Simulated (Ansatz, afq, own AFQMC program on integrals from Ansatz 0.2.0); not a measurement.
## AlB, triplet: AFQMC among the cluster methods

```xyz
2

B     0.0000    0.0000    0.0000
Al    0.0000    0.0000    3.2140
```

Basis cc-pVDZ. Only valence electrons are correlated. AFQMC by an in-house program on the Cholesky factors that Ansatz 0.2.0 writes for its CCSD(T) run. ph-AFQMC/CISD is guided by a CISD state made of CCSD amplitudes; releasing the constraint for a short imaginary time cuts its bias at the price of noise, slowly where states lie close. ± is one standard error of the sampling.

Determinant: UHF, the one that the program's search chose, which needn't be the lowest solution. The geometry is a point of a scan.

Full CI on the same integrals is exact in this basis and with this determinant's frozen core.

Cautions: lower spins were not checked; the search met a lower determinant of the same kind, perhaps of another symmetry (415 meV lower), and this one is a saddle point; strong correlation (T1 0.045, weight of the determinant 0.82, largest double 0.21); the CCSD(T) amplitudes may be one of several solutions (largest double 0.21); the released energies are still falling, so no released level is given (meV from the phaseless value at times in 1/Eh: -12 ± 5 at 0.24, -13 ± 7 at 0.51, -35 ± 3 at 0.99, -62 ± 11 at 1.62, -66 ± 5 at 2.40).

* T1 diagnostic: 0.0450
* weight of the determinant in the CISD state: 0.819
* ⟨S²⟩ of the determinant: 2.024
* size of the correlated space: 6 electrons in 26 orbitals

Reference: full CI, correlation energy -3.759 eV.

```
        level  E − E(reference) (kcal/mol)  share of correlation (%)
           HF                        86.67                      0.00
          MP2                        32.09                     62.98
         CCSD                         6.70                     92.27
      CCSD(T)                         2.45                     97.18
ph-AFQMC/CISD                  2.86 ± 0.13                     96.69
```
